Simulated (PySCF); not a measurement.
# C4H4O (Furan): the cost of one run

Programs: PySCF 2.14.0, with density-fitted response routines of our own. Each step states its level of theory. These are calculated values for one molecule in the gas phase, unless marked as measured. Atoms count from 0, in the outputs and in this text.

## 1. The starting structure

9 atoms, charge 0, multiplicity 1; geometry from: MMFF94s.

Bonds of the start (Å): C0–C1 1.42, C1–C2 1.38, C2–O3 1.36, O3–C4 1.36, C4–C0 1.38, C0–H5 1.08, C1–H6 1.08, C2–H7 1.08, C4–H8 1.08.

## 2. Relaxing the molecule at PBE0-D3(BJ)/def2-SVP

What the job is given:

```
{"job": {"xc": "PBE0", "basis": "def2-SVP", "d3": "d3bj", "grid": 1, "kind": "geom"}, "charge": 0, "multiplicity": 1}
C      0.377577     0.949687    -0.115801
C     -0.929593     0.407732    -0.165804
C     -0.793959    -0.940596     0.070032
O      0.512288    -1.259727     0.261338
C      1.219498    -0.105812     0.147052
H      0.671527     1.980512    -0.253819
H     -1.856161     0.932527    -0.350510
H     -1.489988    -1.765511     0.131481
H      2.288812    -0.198813     0.276031
```

Command:

```
> OMP_NUM_THREADS=1 python probes_run.py task.json out
```

One launch serves the whole session: the jobs run in the order shown.

Q: Estimate the wall time and peak memory of this first job on 1 thread of Arm Neoverse V1, shared host.

About 20 s, with a peak of 0.38 GiB.
